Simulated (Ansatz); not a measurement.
Predict the output of the script below (Ansatz 0.2.0, Python API).

`c2h3o_methods.py`:
```python
"""One geometry of C2H3O, method by method."""

import ansatz as az

GEOMETRY = """
C    -0.46960    0.19690   -0.47120
C     0.49670   -0.23640    0.45180
O     0.21670   -1.09300    1.26940
H    -1.43340   -0.17770   -0.42800
H    -0.26130    0.99590   -1.22140
H     1.49290    0.25030    0.35320
"""

mol = az.Crystal.molecule()
for line in GEOMETRY.strip().splitlines():
    symbol, *xyz = line.split()
    mol = mol.atom(symbol, [float(v) for v in xyz])

job = mol.calculation()
job = job.basis(gaussian="def2-SVP")
job = job.spin("collinear", total=1)

methods = ["mp2", "ccsd", "ccsd_t"]
batch = az.Session.batch([job.correlation(m).input() for m in methods])
reports = sorted(batch.plan().execute().molecular_reports, key=lambda each: each["member"])
print(f"Hartree-Fock reference {reports[0]['reference_energy_ev'] / 27.211386246:.6f} Ha")
best = reports[-1]["free_energy_ev"] - reports[-1]["reference_energy_ev"]
for method, each in zip(methods, reports):
    gained = each["free_energy_ev"] - each["reference_energy_ev"]
    print(f"{method:8s} total {each['free_energy_ev'] / 27.211386246:.6f} Ha  correlation {gained:9.4f} eV  ({100 * gained / best:.1f} % of the last)")
```

Running `python c2h3o_methods.py` prints:
```text
Hartree-Fock reference -152.179563 Ha
mp2      total -152.583297 Ha  correlation  -10.9862 eV  (88.4 % of the last)
ccsd     total -152.623111 Ha  correlation  -12.0695 eV  (97.1 % of the last)
ccsd_t   total -152.636178 Ha  correlation  -12.4251 eV  (100.0 % of the last)
```

Total energies depend on the basis set; only differences at equal settings carry meaning. The geometry is a force-field or estimated start, not a minimum of this method, and the basis set is short of its limit. A lower total doesn't mark the better method: functionals have no common bound, and MP2 and coupled cluster aren't variational. The run takes the species as open-shell (spin multiplicity 2), which needn't be its ground state. Inner cores stay frozen, so this is valence correlation.
